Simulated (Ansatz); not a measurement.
## C2H6, singlet: CASSCF and its corrections

Calculated in Ansatz's Gaussian-basis code; CASPT2, NEVPT3, NEVPT4(SD) by development code. Basis aug-cc-pVDZ, nonrelativistic, 2 orbitals frozen in the corrections. State-specific CASSCF; RHF is the lowest restricted (open-shell) Hartree–Fock solution met. Letters tell apart solutions met in one space. Solutions may break the symmetry of the shape. Lower solutions, or ones in other orbitals, may exist.

Geometry:

```xyz
8

C     0.0000    0.0000    0.7622
C     0.0000    0.0000   -0.7622
H     0.0000    1.0190    1.1572
H    -0.8824   -0.5095    1.1572
H     0.8824   -0.5095    1.1572
H     0.0000   -1.0190   -1.1572
H    -0.8824    0.5095   -1.1572
H     0.8824    0.5095   -1.1572
```

CASSCF less RHF, in eV, and natural occupations:

```csv
CAS,CASSCF,occupations
"(2,2) a",-0.424,"1.98, 0.02"
"(2,2) b",-0.401,"1.98, 0.02"
```

What totals less RHF do the corrections give on each solution?



| CAS | SC-NEVPT2 | FIC-NEVPT2 | NEVPT3 | NEVPT4(SD) | CASPT2 (IPEA 0) |
| --- | --- | --- | --- | --- | --- |
| (2,2) a | -8.488 | -8.489 | -9.365 | -9.664 | -8.587 |
| (2,2) b | -8.450 | -8.451 | -9.347 | -9.662 | -8.550 |

In CAS(2,2), is the solution lowest in CASSCF also lowest after SC-NEVPT2?

Yes: (2,2) a stays lowest, 0.04 eV under the next.

How do single-reference totals in the same basis and frozen core stand against SC-NEVPT2 in CAS(2,2) a?

CCSD(T) -1.307 eV. Coupled cluster stands on the determinant that it favours, which can lie over the RHF solution above, and is in doubt where the occupations are far from 0, 1 and 2.

Roughly how much CPU time does a whole run from the default start take (median of such runs, summed over threads; nearly all runs on one pinned thread of a shared server, mostly Xeon at 2.3 to 2.6 GHz, by a development driver)?

CAS(2,2) a: about 5.7 s. Other jobs ran beside these, and the count of passes differs.
